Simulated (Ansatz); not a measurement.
Born–Oppenheimer molecular dynamics of CH$_{6}$BF (9 atoms, charge 0, multiplicity 1). It starts at the highest image of a converged band, a first-order saddle point between two minima.

Theory: Ansatz 0.2.0, UKS PBE0-D4/def2-SVP.

```json
{
 "ensemble": "NVE (velocity Verlet)",
 "time step": "0.5 fs",
 "steps asked": "200",
 "starting velocities drawn for": "300 K",
 "seed": "11988"
}
```

First frame:

```xyz
9
Properties=species:S:1:pos:R:3
B -0.765 0.012 -0.444
C 0.675 -0.325 0.411
H -1.731 -0.262 0.224
H -0.677 -0.342 -1.593
H 0.212 0.970 0.071
F -0.574 1.637 -0.409
H 1.656 -0.161 -0.063
H 0.728 -0.123 1.491
H 0.475 -1.405 0.311
```

Task: How far do the bonds stretch over the last three quarters of this one trajectory? (Pairs bonded in most of those frames.)

Result: 
```csv
bond,mean (Å),spread (Å),shortest,longest
B1–H3,1.211,0.008,1.19,1.23
B1–H4,1.212,0.016,1.18,1.24
B1–F6,1.326,0.044,1.25,1.44
C2–H5,1.105,0.035,1.03,1.16
C2–H7,1.101,0.021,1.06,1.14
C2–H8,1.102,0.031,1.05,1.15
C2–H9,1.104,0.029,1.06,1.15
```

Mean temperature of the second half: 2160 K. The conserved energy stayed within 0.17 meV per atom of its start (net change -0.036 meV per atom), so the integration is sound. The kinetic energy rose, since the run started high on the potential surface and went downhill. It ends in pieces (BFH2 + CH4), so much of that is their flight and rotation, not heat. A run of 0.1 ps of so small a system gives no equilibrium averages. The orbitals stay closed-shell, which can raise the energy where a bond breaks towards radicals; this wasn't checked here.

Run time: 4.2 min on 2 threads of Arm Neoverse V2, with other jobs on the host, peak memory 0.16 GiB.
